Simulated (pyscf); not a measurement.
Thermochemistry of product channels of HP=PH (SMILES P=P) + SiH₂ (SMILES [SiH2]) [singlet] on the singlet surface, in eV, from CCSD(T)/def2-TZVPP + ΔMP2(QZVPP) energies (ideal gas, 1 atm, RRHO with modes under 100 cm⁻¹ raised to 100, one conformer, R ln 2 for rigid chiral ones). PySCF, gas phase, ωB97X-D3(BJ)/def2-SVP geometries. Correlated levels are frozen-core, on RHF or UHF. ΔMP2 is the change of the MP2 total energy from the triple- to the quadruple-zeta basis.

```
products                                   ΔE  ΔH(298 K)  ΔG(298 K)  ΔG(1200 K)
--------------------------------------  -----  ---------  ---------  ----------
H₃Si–P=PH (SMILES [SiH3]P=P)            -2.52      -2.40      -1.96       -0.69
:HSi–PH–PH₂ (SMILES [SiH]PP) [singlet]  -1.64      -1.51      -1.10       +0.07
```

These are energies of the channels, which say nothing of barriers. H₃Si–P=PH lies 0.63 eV over its isomer cyclic H₄P₂Si (SMILES [SiH2]1PP1), and others may lie lower still (electronic energy, ωB97M-D3(BJ)). :HSi–PH–PH₂ [singlet] lies 1.35 eV over its isomer cyclic H₄P₂Si (SMILES [SiH2]1PP1), and others may lie lower still (electronic energy, ωB97M-D3(BJ)). The CCSD(T) − MP2 part came from Ansatz, without density fitting, on the same reference.
